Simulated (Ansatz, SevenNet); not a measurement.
**Ladder of methods for the elastic constant C13 of wurtzite GaN**

Reference value: 106 GPa (measured, temperature not stated, no zero-point or thermal correction, our sources range from 92.0 to 106; as tabulated in Oses et al. (2018), arXiv:1811.08464).

Question: Put these levels in order of the elastic constant C13 that they give for wurtzite GaN, smallest first: B3LYP (VWN-RPA form) (Ansatz, an electronic-structure program), HSE06 (Ansatz), SevenNet-0.

Answer: B3LYP (VWN-RPA form) (80.7 GPa), HSE06 (96.7 GPa), SevenNet-0 (102 GPa)

Unless a cell is named, each level is at its own relaxed cell (SevenNet-0 11.75, B3LYP (VWN-RPA form) 11.68, HSE06 11.37 Å³/atom).

Differences against the reference: SevenNet-0 -3.8 %, B3LYP (VWN-RPA form) -24 %, HSE06 -8.8 %.

The reference isn't brought to a static lattice, while the calculations are for one, so the differences are not the levels' errors alone.  Each level is taken at its own relaxed cell. Ansatz's density-functional and Hartree–Fock values are scalar-relativistic unless marked +SOC, with PAW data made under PBE.

Machine-learned potentials (SevenNet-0) are trained on DFT data: a solid inside that data is no test of them.

Differences are worked out from the printed values.
